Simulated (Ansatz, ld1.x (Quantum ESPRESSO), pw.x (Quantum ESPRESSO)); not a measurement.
**Hg (Z = 80): one change to the TM potential, in the atom and in the bcc crystal**

ld1.x (Quantum ESPRESSO) 7.5 input, shortened:

```
&input
   title='Hg', zed=80., rel=1, dft='PW', iswitch=3,
   config='[Xe] 4f14 5d10 6s2 6p0'
 /
 &inputp
   pseudotype=2, tm=.true., lloc=-1, rcloc=2.50,
   nlcc=.false.
 /
3
6S  1  0   2.00   0.00  2.35  2.35  0.0
6P  2  1   0.00   0.00  3.50  3.50  0.0
5D  3  2  10.00   0.00  2.25  2.25  0.0
 &test
   configts(1)='5d10 6s2 6p0'
 /
```

Change: wave 6p (bound): rc 3.50 bohr becomes 6p (bound): rc 4.68 bohr.

Cutoffs, loose and tight: the cutoffs (Ry, on a coarse ladder) from which the occupation-weighted sum of valence levels, in a spherical-Bessel basis at the reference potential, stays within 10 and 1 mRy of its value at 400 Ry. They do not see the model core or the augmentation charge, which bear on the density cutoff. Test errors are all-electron minus pseudo excitation energies from the reference, over the configurations 5d10 6s1 6p0; 5d10 6s0 6p0; 5d9 6s0 6p0; 5d10 6s0 6p1; 5d10 6s1.5 6p0; 5d8 6s0 6p0; 5d9 6s2 6p0 (two spin-polarised tests are not counted in the largest error); variants that change the core or the reference have their own tests.

Crystal test: bcc Hg in pw.x 7.5, no spin, 13³ k-points, Fermi–Dirac smearing 0.01 Ry, cutoffs set for each file from its atomic test. The reference is all-electron LAPW (Ansatz 0.2.0) with the same functional, mesh and smearing; V0 and B0 come from Birch–Murnaghan fits to the pressures at five volumes. Errors are pseudo minus all-electron; Δ is the rms difference of the E(V) curves that follow from these fits, minima aligned, over ±6 % about the mean V0. Mesh and smearing are coarse, so the numbers serve the comparison and aren't converged zero-temperature values; the lattice is a test structure that the element need not adopt.

All-electron: a0 = 3.562 Å (V0 = 22.59 Å³/atom), B0 = 47.8 GPa.

Does the change bring the crystal closer to the all-electron result?

The mean pressure error goes from +0.22 to +0.68 GPa, so the change moves the solid further from the all-electron pressures.

| quantity | base | changed |
| --- | --- | --- |
| outcome (atom) | generated | generated |
| cutoff, loose (atom) | 40 Ry | 40 Ry |
| cutoff, tight (atom) | 70 Ry | 70 Ry |
| bound ghosts (atom) | none | none |
| largest test error (meV) (atom) | -164 | -165 |
| cutoffs in pw.x (Ry) | 85/340 | 85/340 |
| a0 (Å) | 3.567 | 3.577 |
| a0 error (%) | +0.15 | +0.44 |
| B0 error (%) | +1.4 | +5.1 |
| Δ (meV/atom) | 1.1 | 3.4 |
| mean pressure error (GPa) | +0.22 | +0.68 |

Base: The largest radius (3.50 bohr) exceeds half the bond length (2.92 bohr), so the spheres overlap, which is one possible source of error among others. Changed file: The largest radius (4.68 bohr) exceeds half the bond length (2.92 bohr), so the spheres overlap, which is one possible source of error among others. The atomic cutoffs weigh occupied waves only.
